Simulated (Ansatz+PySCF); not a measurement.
doublet CH4P: levels of theory in one basis

```xyz
6

C    -0.0212    0.0000   -0.8412
P     0.5665    0.0000    0.8421
H    -0.0332    0.9240   -1.4064
H    -0.0332   -0.9240   -1.4064
H    -0.2395   -1.0972    1.4060
H    -0.2395    1.0972    1.4060
```

Basis set: cc-pVTZ on H, C; cc-pV(T+d)Z on P (spherical functions). Frozen core: 6 orbitals. Correlation on ROHF uses semicanonical orbitals with singles. Charge 0, multiplicity 2.

Computed with Ansatz (development build ahead of 0.2.0); each method stands on the lowest determinant of its kind that the runs found.

```tsv
method	E − E(ROHF) (eV)	<S²> of the determinant
ROHF	0.00	0.75
UHF	-0.15	0.77
ROHF-MP2	-8.48	–
UHF-MP2	-8.46	0.77
```

**Question.** What does ROHF-CCSD(T) give on the same scale?

**Answer.** -9.91 eV.
